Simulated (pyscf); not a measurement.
PySCF, gas phase, ωB97X-D3(BJ)/def2-SVP geometries.

Estimate the classical barrier height and the reaction energy of H₃C–SiH₃ (SMILES C[SiH3]) + HO–AlH₂ (SMILES [OH][AlH2]) → H₃C–AlH₂ (SMILES [CH3][AlH2]) + HO–SiH₃ (SMILES O[SiH3]) at ωB97M-D3(BJ)/def2-TZVP. The step runs on the singlet surface, breaks C–Si, Al–O and forms Al–C, O–Si; take the separated reactants as zero.

ΔE‡ = 16.3 kcal/mol, ΔE = +13.8 kcal/mol. Zero-point energy shifts the barrier by +2.4 kcal/mol. It is a four-centre exchange, with an imaginary mode of 311i cm⁻¹. On the product side the descent ends in an adduct with a Al–O contact (not fully relaxed), 21.6 kcal/mol under the separated species and 20.8 kcal/mol under the saddle at ωB97X-D3(BJ)/def2-TZVP. What is counted as broken (Al–O) persists as a longer contact in the product adduct; parting that adduct is a step of its own. At ωB97X-D3(BJ)/def2-TZVP the barrier from the zero used here is 13.1 kcal/mol. This is the saddle that the search found; another between the same sides may lie lower.
